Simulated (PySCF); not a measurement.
**Argon: a sound run and one with changed settings**

Sound run: Ar [Ar], Ar⁺ [Ne] 3s2 3p5. Computed with PySCF 2.14 in cc-pVDZ-DK (4s3p1d, 18 functions), with the spin-free X2C one-electron Hamiltonian (Gaussian nucleus). The sound run starts from symmetry-adapted Hartree-Fock orbitals and uses a fine grid where one is needed.

Changed run: 14 angular points. This setting is unsound on purpose.

| species | method | sound run (hartree) | changed run (hartree) | converged |
| --- | --- | --- | --- | --- |
| Ar | UHF | -528.60601 | -528.60601 | yes |
| Ar | BP86 | -529.39773 | -529.39773 | yes |
| Ar | PBE0 | -529.18394 | -529.18394 | yes |
| Ar⁺ | UHF | -528.06731 | -528.06731 | yes |
| Ar⁺ | BP86 | -528.81670 | -528.81671 | yes |
| Ar⁺ | PBE0 | -528.60543 | -528.60554 | yes |

Ionisation energy of Ar:

```
method  sound run (eV)  changed run (eV)
   UHF          14.659            14.659
  BP86          15.811            15.810
  PBE0          15.742            15.739
```

A coarse angular grid integrates products of high-l functions wrongly, so density functionals can shift, and the SCF can exploit the error; Hartree-Fock and MP2 need no grid.

For comparison, NIST gives 15.760 eV between the lowest levels.
